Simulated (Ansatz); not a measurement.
**How far a parabola holds: energy against volume of rock-salt BaTe**

Rock-salt BaTe was calculated with r²SCAN in Ansatz (plane waves, PAW). Numerical settings: plane-wave cutoff 560 eV, 8×8×8 k mesh, Fermi–Dirac smearing 0.01 eV, scalar-relativistic PAW data made under PBE. The cell has no free parameter but its volume, all volumes share cutoff and mesh, and the runs aren't spin-polarised. Energies are free energies at the run's smearing, counted from the lowest row; static lattice.

```csv
V (Å³/atom),E (meV/atom)
41.400,?
42.281,7.26
43.162,1.75
44.042,0.00
44.923,1.62
45.804,6.27
```

Fit E of the 5 rows that show it with a parabola. With u = V - 44.0, the rows have u = -1.7190, -0.8380, 0.0420, 0.9230, 1.8040. Least squares gives E = 0.010 - 0.4250·u + 2.1812·u². Residuals (row less fit): 0.074, -0.148, 0.004, 0.144, -0.072; standard error 0.163 (degrees of freedom: 2). The fitted curve has its minimum at V = 44.1, where E = -0.01. Its curvature is d²E/dV² = 2 × 2.1812 meV/Å⁶, so B = V0·d²E/dV² × 0.1602 = 30.8 GPa.

Q: What does the fit predict for E at V = 41.400, and how far is the calculated value from it?

A: u = -2.6000, so E = 0.010 - 0.4250 × (-2.6000) + 2.1812 × (-2.6000)² = 15.860 meV/atom. The calculation gives 16.94 meV/atom, 1.080 meV/atom above the prediction (6.4 % of the range of E in the table). The row lies outside the fitted rows, so this is an extrapolation. From the scatter of the fitted rows alone, a prediction at this place has a standard error of 0.386 meV/atom, so the miss is 2.8 times that.

The residuals are curvature that a parabola lacks, not noise. A solid that stiffens under compression and softens on expansion lies above the parabola at the compressed end and under it at the expanded end, as this row does. A third-order Birch-Murnaghan fit to the whole scan has B0 = 30.6 GPa. Only scans are tabulated whose curvature falls smoothly with volume, and where the parabola meets the shown rows within 5 % of their range and misses the end by 0.1 meV or more.

Spin–orbit coupling is not included.

Ansatz is a quantum-chemistry and plane-wave program.
